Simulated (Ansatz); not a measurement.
A made-up structure of CH3BN (charge +1), singlet:

```csv
atom,x (Å),y (Å),z (Å)
B1,-0.9540,0.3282,-0.8275
C2,0.3380,-0.1165,0.2931
N3,1.2700,-0.4367,1.1015
H4,-1.4623,-0.6627,-1.5457
H5,-1.2904,1.6098,-0.8417
H6,2.0986,-0.7222,1.8203
```

It is relaxed with PBE-D4/def2-SVP and then PBE0-D4/def2-TZVP (Ansatz 0.2.0). Atoms count as bonded within 1.22 times the sum of their covalent radii (H–H: 0.88 Å). The end point is not checked to be a true minimum.

Does its bonding change? (A judgement: the text doesn't fix the answer.)

The calculation gives: No: no bond forms or breaks.

Where it ends: The first stage lowers the energy by 1.38 eV in 5 steps. It ends as CH₃BN ([BH2][C][NH]), total charge +1:
```tsv
atom	x (Å)	y (Å)	z (Å)
B1	-0.8517	0.2930	-0.7386
C2	0.3018	-0.1039	0.2619
N3	1.1339	-0.3900	0.9835
H4	-1.3055	-0.5915	-1.3801
H5	-1.1523	1.4373	-0.7518
H6	1.8739	-0.6449	1.6252
```

Labels in which every atom is bracketed show which atoms are joined, not bond orders.

For scale, one of the runs: PBE0-D4/def2-TZVP relaxation, 111 basis functions, launched by `ansatz run in.yaml --threads 2 --pin off --events-out ev --progress --plain --max-ram 4352MiB`. The run took about 4 s on 2 CPU threads of an INTEL XEON PLATINUM 8581C (shared host).
